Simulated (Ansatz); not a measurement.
A nudged elastic band was laid between two geometries of FH + H6Si2 (10 atoms, charge 0, multiplicity 1).

Level of theory: RKS B3LYP/6-31G* in Ansatz 0.2.0.

```json
{"movable images": "9", "climbing image": "yes", "spring": "5.0 eV/Å²", "optimiser": "quadratic models (default)", "start path": "through a guess of the saddle point", "force threshold": "0.03 eV/Å", "iteration limit": "56", "end points": "relaxed"}
```

Image 0:

```xyz
10
Properties=species:S:1:pos:R:3
Si -0.111 0.287 -0.119
H -0.105 0.396 1.370
H 1.292 0.392 -0.596
H -0.870 1.463 -0.633
Si -1.118 -1.731 -0.800
H -1.810 -2.378 0.351
H -2.146 -1.467 -1.848
H -0.125 -2.685 -1.354
F 1.203 -2.191 1.295
H 0.692 -1.881 2.016
```

Image 10:

```xyz
10
Properties=species:S:1:pos:R:3
Si 0.030 0.059 -0.618
H 0.900 -1.560 3.729
H 1.076 0.295 -1.652
H -0.827 1.273 -0.523
Si -1.265 -1.819 -1.175
H -2.326 -2.071 -0.162
H -1.917 -1.552 -2.489
H -0.424 -3.041 -1.305
F 0.772 -0.150 0.812
H 0.883 -1.229 3.063
```

**Question.** Which bonds break or form, and what moves?

**Answer.** Bonds broken: Si1–H2, F9–H10. Bonds formed: Si1–F9, H2–H10. FH + H6Si2 becomes FH5Si2 + H2.

**Question.** Give the energies along the band, and the barrier.

**Answer.** The forces met the threshold. The highest image is number 3 of 0 to 10, 33.2 kcal/mol above the first end and 61.3 kcal/mol above the last; the last end lies 28.1 kcal/mol below the first. Neighbouring images differ by up to 1.5 eV, so the band resolves the path poorly. A vibrational analysis at the climbing image gives one clearly imaginary mode, 1222i cm⁻¹: a first-order saddle point. The orbitals stay closed-shell, which can raise the energy where a bond breaks towards radicals; this wasn't checked here.

| image | path coordinate (Å) | energy (kcal/mol) | Si1–H2 (Å) | F9–H10 (Å) | Si1–F9 (Å) |
| --- | --- | --- | --- | --- | --- |
| 0 | 0.00 | 0.0 | 1.49 | 0.94 | 3.14 |
| 1 | 0.69 | 0.6 | 1.50 | 0.94 | 3.03 |
| 2 | 1.38 | 8.7 | 1.53 | 0.96 | 2.52 |
| 3 | 2.06 | 33.2 | 1.71 | 1.22 | 1.98 |
| 4 | 2.86 | -0.8 | 2.27 | 1.73 | 1.68 |
| 5 | 3.65 | -20.9 | 2.87 | 2.04 | 1.63 |
| 6 | 4.44 | -26.8 | 3.46 | 2.37 | 1.63 |
| 7 | 5.24 | -27.6 | 3.99 | 2.55 | 1.63 |
| 8 | 6.03 | -27.9 | 4.34 | 2.53 | 1.63 |
| 9 | 6.82 | -28.0 | 4.60 | 2.51 | 1.63 |
| 10 | 7.61 | -28.1 | 4.72 | 2.50 | 1.62 |

**Question.** What is the geometry of the highest image?

**Answer.** 
```xyz
10
Properties=species:S:1:pos:R:3:forces:R:3
Si 0.109 -0.179 0.039 0.00 0.00 -0.02
H 0.053 0.104 1.724 0.00 0.00 0.01
H 1.374 0.296 -0.567 0.00 0.00 0.00
H -0.777 1.036 -0.003 0.00 0.00 0.00
Si -1.151 -1.901 -0.932 0.00 0.00 0.00
H -2.027 -2.474 0.127 0.00 0.00 0.00
H -2.017 -1.387 -2.030 0.00 0.00 0.00
H -0.278 -2.985 -1.451 0.00 0.00 0.00
F 1.060 -1.589 1.044 0.00 0.00 0.01
H 0.556 -0.716 1.731 0.00 0.00 0.00
```

Time of the run: 11 min on 1 thread of Arm Neoverse V1, with other jobs on the host, peak memory 0.12 GiB.
